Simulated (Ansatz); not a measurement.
Relaxation of H$_{2}$NNaSi (5 atoms, charge 0, multiplicity 1), to a largest force component of 0.02 eV/Å in at most 50 steps.

Computed with RKS PBE-D4/def2-SVP in Ansatz.

```xyz
5
Properties=species:S:1:pos:R:3
Na -2.833 0.553 -0.049
N -0.790 0.518 0.097
Si 0.656 -0.137 0.009
H 1.063 -1.509 -0.377
H -0.191 1.317 0.386
```

**Question.** Where does it end, and by what steps?

**Answer.** The forces met the threshold. After 13 steps the energy has fallen by 1.757 eV; Na1 moved furthest, 1.25 Å. Parted: Si3–H5. Joined: Na1–Si3, Na1–H4.

| step | energy less start (eV) | largest force component (eV/Å) | accepted |
| --- | --- | --- | --- |
| 0 | 0.0000 | 5.732 | yes |
| 1 | -0.8227 | 3.177 | yes |
| 2 | -1.2325 | 1.350 | yes |
| 3 | -1.3198 | 1.244 | yes |
| 4 | -1.4561 | 0.465 | yes |
| 5 | -1.4694 | 0.310 | yes |
| 6 | -1.5351 | 0.342 | yes |
| 7 | -1.6175 | 0.427 | yes |
| 8 | -1.7037 | 0.460 | yes |
| 9 | -1.7423 | 0.252 | yes |
| 10 | -1.7539 | 0.155 | yes |
| 11 | -1.7566 | 0.075 | yes |
| 12 | -1.7566 | 0.029 | yes |
| 13 | -1.7567 | 0.012 | yes |

```xyz
5
Properties=species:S:1:pos:R:3
Na -2.097 -0.421 -0.293
N -0.490 0.913 0.233
Si 0.817 -0.171 0.024
H -0.150 -1.429 -0.426
H -0.176 1.850 0.529
```

The run took 65 s on 1 CPU thread of a shared host.
